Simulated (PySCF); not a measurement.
Molfile (atoms numbered from 1):
```
C4H7N
     RDKit          3D

 12 11  0  0  0  0  0  0  0  0999 V2000
    2.5665    0.4366    0.0118 C   0  0  0  0  0  0  0  0  0  0  0  0
    1.1493    0.1512    0.1701 C   0  0  0  0  0  0  0  0  0  0  0  0
   -0.0324   -0.0889    0.3063 C   0  0  0  0  0  0  0  0  0  0  0  0
   -1.4725   -0.3505    0.4269 C   0  0  0  0  0  0  0  0  0  0  0  0
   -2.3135    0.2256   -0.6085 N   0  0  0  0  0  0  0  0  0  0  0  0
    2.7240    1.3490   -0.5847 H   0  0  0  0  0  0  0  0  0  0  0  0
    3.0534    0.5894    0.9878 H   0  0  0  0  0  0  0  0  0  0  0  0
    3.0883   -0.3894   -0.4965 H   0  0  0  0  0  0  0  0  0  0  0  0
   -1.6388   -1.4412    0.4486 H   0  0  0  0  0  0  0  0  0  0  0  0
   -1.8226    0.0138    1.4078 H   0  0  0  0  0  0  0  0  0  0  0  0
   -2.0073   -0.1125   -1.5194 H   0  0  0  0  0  0  0  0  0  0  0  0
   -2.1768    1.2348   -0.6322 H   0  0  0  0  0  0  0  0  0  0  0  0
  1  2  1  0
  2  3  3  0
  3  4  1  0
  4  5  1  0
  1  6  1  0
  1  7  1  0
  1  8  1  0
  4  9  1  0
  4 10  1  0
  5 11  1  0
  5 12  1  0
M  END
```

[PySCF: PBE0-D3(BJ)/def2-SVP structure; couplings computed with B3LYP/pcJ-1 (spin–dipole term only in couplings to heteroatoms); B97-2/pcSseg-2 with gauge-including orbitals; fast rotation and ring inversion assumed for equivalent nuclei; gas phase; non-relativistic Hamiltonian; single conformer]

δ = σ(ref) − σ, references computed at the same level: $^{1}$H (31.36 ppm) vs TMS.

The spectrum was simulated from the full spin Hamiltonian at 700 MHz with 0.6 Hz Lorentzian lines, from shifts rounded to 0.01 ppm and J to 0.1 Hz, couplings under 1 Hz left out. Exchangeable protons (2H) are left uncoupled and out of the list.

(1) List the maxima of its $^{1}$H spectrum with integrals.

(2) Summarise it as multiplets with assignments.

Results:

(1) 
Maxima in Hz from TMS (height), grouped by integral:
2H: 2301.0 (17), 2297.7 (50), 2294.3 (50), 2291.1 (17)
3H: 1305.3 (51), 1302.0 (100), 1298.7 (50)

(2) $^{1}$H NMR (700 MHz, computed): δ 3.28 (q, J = 3.3 Hz, 2H, H9/H10), 1.86 (t, J = 3.3 Hz, 3H, H6/H7/H8), 0.56 (br s, 2H, H11/H12). These are first-order names; overlap and second-order distortion can hide them in the list.

OH and NH positions are those of a molecule without intermolecular hydrogen bonds; in solution they move with solvent, concentration and temperature, and exchange usually removes their couplings. Splittings below 1 Hz are ignored in the labels, and close J values are merged. Couplings to exchangeable protons are dropped.
